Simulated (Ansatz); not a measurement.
Elements on the sites of an ideal fcc lattice, at a guessed lattice constant:

```yaml
crystal:
  lattice:
    - [-4.76220, -4.76220, 0.00000]
    - [0.00000, 4.76220, 4.76220]
    - [-4.76220, 4.76220, -4.76220]
  atoms:
    - { symbol: Cu, position: [0.33333, 0.16667, 0.66667] }
    - { symbol: Cu, position: [0.83333, 0.66667, 0.66667] }
    - { symbol: Sb, position: [0.50000, 0.00000, 0.00000] }
    - { symbol: Sb, position: [0.00000, 0.00000, 0.00000] }
    - { symbol: Sb, position: [0.83333, 0.16667, 0.66667] }
    - { symbol: Sb, position: [0.66667, 0.33333, 0.33333] }
    - { symbol: Sb, position: [0.16667, 0.33333, 0.33333] }
    - { symbol: Sb, position: [0.50000, 0.50000, 0.00000] }
    - { symbol: Sb, position: [0.00000, 0.50000, 0.00000] }
    - { symbol: Sb, position: [0.33333, 0.66667, 0.66667] }
    - { symbol: Sb, position: [0.66667, 0.83333, 0.33333] }
    - { symbol: Sb, position: [0.16667, 0.83333, 0.33333] }
```

Cell and atoms were relaxed without symmetry on coarser meshes and computed once more. All numbers below come from Ansatz, DFT PBE, scalar-relativistic, plane waves, PAW.

Plane waves to 420 eV, a k mesh through Γ of 6×5×5 on the computed 12-atom cell and Gaussian smearing (0.10 eV); no spin polarisation.

The relaxation ran on 2×2×2 (shifted) k points with a smearing of 0.1 eV, from sites shaken by 0.02 Å.

Task: What does the relaxation give?

Result: A volume of 27.48 Å³/atom and no gap on the mesh. It lies 0.12 eV/atom above the elements' standard states (static lattices, no corrections for gases). The atoms leave their sites by 0.98 Å (root mean square) and 1.26 Å at most, and the cell stretches by up to 11.1 % at fixed volume, so the lattice hasn't survived.

```
Cu Sb
1.0
    -5.10075   -5.15851   -0.33436
     0.27422    5.21866    5.24266
    -4.36248    4.08588   -4.38411
Cu Sb
2 10
Direct
  0.40922 0.33973 0.58399
  0.75580 0.49294 0.74889
  0.47465 0.04471 0.12511
  0.95757 0.90372 0.88017
  0.77671 0.13259 0.71108
  0.78706 0.48356 0.37916
  0.03576 0.23078 0.37898
  0.37798 0.34921 0.95370
  0.12937 0.60209 0.95387
  0.38840 0.70020 0.62177
  0.69065 0.78827 0.20783
  0.20762 0.92909 0.45265
```

The final mesh leaves forces up to 0.22 eV/Å and stresses up to 1.1 GPa: the relaxation ran on a coarser mesh, so the cell's shape, its bonds and its energy belong partly to that mesh.

Spin-orbit coupling is left out, which matters for the bands of heavy elements.

Cost: 2 runs of about 33 core-minutes in all (earlier runs that led there not counted), on Intel Xeon Processor @ 2.50GHz (Skylake/Cascade Lake) (shared hosts).